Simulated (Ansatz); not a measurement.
# SO+ (quartet): from Hartree-Fock to the top rungs at distance O1–S2 = 1.643 Å, 6-31G

Aim: climb from Hartree-Fock through coupled cluster and multireference methods for SO+ (quartet) at one geometry and basis, and see what each rung misses.

Computed with Ansatz 0.2.0, Gaussian basis. Level: 6-31G, core rule «outside noble gas», up to 6 orbitals frozen.

The runs, in order: UHF; CCSD(T) on ROHF; CCSD(T) on UHF; BCCD(T) on ROHF; CISD as a restricted active space (open shells left free, so some higher excitations enter); CCSDT(Q) on ROHF; CCSDT(Q) on UHF; CISDTQ; CCSDTQ on ROHF; CCSDTQ on UHF; CASSCF and MRCISD+Q, 5 electrons in 5 orbitals; CASSCF and NEVPT2, 5 electrons in 5 orbitals; CASSCF and MRCISD+Q, 11 electrons in 8 orbitals; CASSCF and MRCISD+Q(relaxed), 11 electrons in 8 orbitals; CASSCF and NEVPT2, 11 electrons in 8 orbitals; Full CI.

28 further runs of the same task are left out: 5 for a known fault of the program, 17 that didn't finish, 6 set aside as unsound or not needed. Runs told in other sessions of the task aren't counted.

## (1) What is computed

The geometry derives from a PBE0/def2-TZVP stationary point (not a proven minimum). One bond is set to the value named and the two fragments are kept rigid.

2 atoms, charge 1, spin multiplicity 4.

Atoms are counted from 1 here; the program's logs count them from 0.

Bond lengths: O1–S2 1.643 Å.

## (2) UHF

File in.yaml:

```yaml
crystal:
  periodic: [false, false, false]
  atoms:
    - {symbol: O, position_ang: [0.000000, 0.000000, 0.000000]}
    - {symbol: S, position_ang: [0.000000, 0.000000, 1.642500]}
basis:
  gaussian: {orbitals: 6-31G}
total_charge: 1
magnetization: {spin_polarized: true, initial_magnetization: 3}
hamiltonian: {xc: hf}
output: {orbitals: {seedname: orbitals}}
```

Run with:

```sh
> ansatz run in.yaml --threads 1 --pin off --events-out ev --progress --plain --max-ram 2393MiB
```

Further steps of the session: CCSD(T) on ROHF; CCSD(T) on UHF; BCCD(T) on ROHF; CISD as a restricted active space (open shells left free, so some higher excitations enter); CCSDT(Q) on ROHF; CCSDT(Q) on UHF; CISDTQ; CCSDTQ on ROHF; CCSDTQ on UHF; CASSCF and MRCISD+Q, 5 electrons in 5 orbitals; CASSCF and NEVPT2, 5 electrons in 5 orbitals; CASSCF and MRCISD+Q, 11 electrons in 8 orbitals; CASSCF and MRCISD+Q(relaxed), 11 electrons in 8 orbitals; CASSCF and NEVPT2, 11 electrons in 8 orbitals; Full CI.

Before running them: what should the planned runs give, taken together? Wanted: FCI from the RHF energy; RMP2 from FCI; UMP2 from FCI; RCCSD from FCI; RCCSD(T) from FCI; UCCSD(T) from FCI; RCCSDT(Q) from FCI; UCCSDT(Q) from FCI; NEVPT2 pair from FCI.

As calculated:

```
                         quantity                                                                                                                                     value
          FCI from the ROHF energy                                                                                                                                -3.9291 eV
                    RMP2 from FCI                                                                                                                           +13.34 kcal/mol
                    UMP2 from FCI                                                                                                                           +12.12 kcal/mol
                   RCCSD from FCI                                                                                                                            +2.74 kcal/mol
                RCCSD(T) from FCI                                                                                                                            +0.91 kcal/mol
                UCCSD(T) from FCI                                                                                                                            +0.89 kcal/mol
               RCCSDT(Q) from FCI                                                                                                                            +0.03 kcal/mol
               UCCSDT(Q) from FCI                                                                                                                            +0.01 kcal/mol
             NEVPT2 pair from FCI                                                                                                                           +12.50 kcal/mol
           MRCISD+Q pair from FCI                                                                                                                            +1.33 kcal/mol
          NEVPT2 valence from FCI                                                                                                                           +11.18 kcal/mol
levels within 1 kcal/mol (43 meV)  RCCSD(T), UCCSD(T), BCCD(T), RCCSDT, UCCSDT, CISDTQ, RCCSDT(Q), UCCSDT(Q), RCCSDTQ, UCCSDTQ, MRCISD+Q valence, MRCISD+Q(relaxed) valence
                    T1 diagnostic                                                                                                                                     0.043
   effectively unpaired electrons                                                                                                                                      3.05
```

**Reading.** RCCSD(T) lands +0.91 kcal/mol from the yardstick (1.0 % of the correlation energy). The occupations are near whole numbers, but T1 = 0.043 shows that the orbitals relax strongly. Of the multireference levels listed MRCISD+Q(relaxed) valence comes nearest in total energy (+0.15 kcal/mol), which doesn't show that its space is the better one. These misses are within one basis, not against nature; the frozen cores of restricted and unrestricted runs differ, which can shift their rows.

Levels on UHF freeze UHF's core orbitals, full CI those of ROHF, so the U rows can settle a little off it for that reason alone.

With open shells the CI space here admits some higher excitations, so it is larger than plain CISD.
